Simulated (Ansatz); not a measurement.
## Pulling the pair apart

The pair of H2S (SMILES S, atoms 1–3) and CH6Si (SMILES C[SiH3], atoms 4–11), both closed shells, in one local arrangement (a lower one may exist), relaxed at PBE0-D4/def2-TZVP:

```json
{"atom": "S1", "x (Å)": "0.3930", "y (Å)": "0.2189", "z (Å)": "-2.8893"}
{"atom": "H2", "x (Å)": "0.9986", "y (Å)": "1.1946", "z (Å)": "-2.1954"}
{"atom": "H3", "x (Å)": "-0.8251", "y (Å)": "0.6453", "z (Å)": "-2.5224"}
{"atom": "C4", "x (Å)": "0.1906", "y (Å)": "-1.2113", "z (Å)": "0.8936"}
{"atom": "Si5", "x (Å)": "-0.3024", "y (Å)": "0.5863", "z (Å)": "1.0035"}
{"atom": "H6", "x (Å)": "1.0719", "y (Å)": "-1.4100", "z (Å)": "1.5074"}
{"atom": "H7", "x (Å)": "0.4227", "y (Å)": "-1.4738", "z (Å)": "-0.1406"}
{"atom": "H8", "x (Å)": "-0.6185", "y (Å)": "-1.8574", "z (Å)": "1.2416"}
{"atom": "H9", "x (Å)": "-0.6235", "y (Å)": "0.9707", "z (Å)": "2.4053"}
{"atom": "H10", "x (Å)": "-1.5038", "y (Å)": "0.8642", "z (Å)": "0.1680"}
{"atom": "H11", "x (Å)": "0.7964", "y (Å)": "1.4726", "z (Å)": "0.5283"}
```

CH6Si is shifted rigidly along the line between the mean atom positions of the two fragments (negative: closer). Counterpoise interaction energies in kJ/mol. Program: Ansatz 0.2.0. Basis: def2-TZVPPD. Cores are frozen in the correlated methods.

```
shift (Å)  r2SCAN-D4   MP2  PBE-D4
    -0.40       -2.2  -1.3    -5.1
    -0.20       -5.8  -5.1    -8.1
     0.00       -6.9  -6.4    -8.8
     0.20       -6.8  -6.4    -8.4
     0.48       -5.8  -5.6    -7.1
     0.99       -3.7  -3.6    -4.4
     1.99       -1.4  -1.4    -1.4
     3.97       -0.3  -0.3    -0.1
```

At the largest shift the D4 term itself is slightly repulsive (PBE-D4 +1.3 meV): a quirk of that model, not of the functional.

Question: What does CCSD(T) give at these shifts? (Judge from chemistry; the value comes from the calculation.)

Answer: The calculation gives: -0.3, -4.4, -5.9, -6.1, -5.3, -3.5, -1.4, -0.3 kJ/mol. For zero shift, CCSD(T) at an estimated basis limit (MP2 extrapolated from triple and quadruple zeta, plus CCSD(T) − MP2 in triple zeta) gives -7.3 kJ/mol. These are counterpoise interaction energies, counted from the two frozen fragments.

T1 diagnostic: at most 0.011.

For scale, one of the runs: CCSD(T)/def2-TZVPPD, 272 basis functions, launched by `ansatz run in.yaml --threads 4 --pin off --events-out ev --progress --plain --max-ram 9574MiB`. The run took 90 s on 4 CPU threads of an Arm Neoverse V2 (shared host), with 6.6 GiB of host memory at its peak.
